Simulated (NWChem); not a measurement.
System: hydrogen isocyanide (CHN); SMILES [C-]#[NH+]

```xyz
3

C      0.0000     0.0000     0.7364
N      0.0000     0.0000    -0.4270
H      0.0000     0.0000    -1.4242
```
Atoms are numbered in this order, from 1.

Coordinates come from a PBE0-D3(BJ)/def2-TZVP optimisation.

 States above −ε(HOMO) = 7.4 eV lie in this functional's continuum and hang on the basis.

Question: List the 4 lowest vertical singlet excitations from PBE/def2-SVPD, TDA (NWChem).

Answer: 
| state | energy (eV) | oscillator strength | leading excitation (squared amplitude) |
|---|---|---|---|
| S1 | 7.68 | 0.043 | HOMO → LUMO+2 (0.98) |
| S2 | 8.21 | 0.091 | HOMO → LUMO (0.97) |
| S3 | 8.21 | 0.091 | HOMO → LUMO+1 (0.97) |
| S4 | 8.70 | 0.000 | HOMO−2 → LUMO+1 (0.50) |
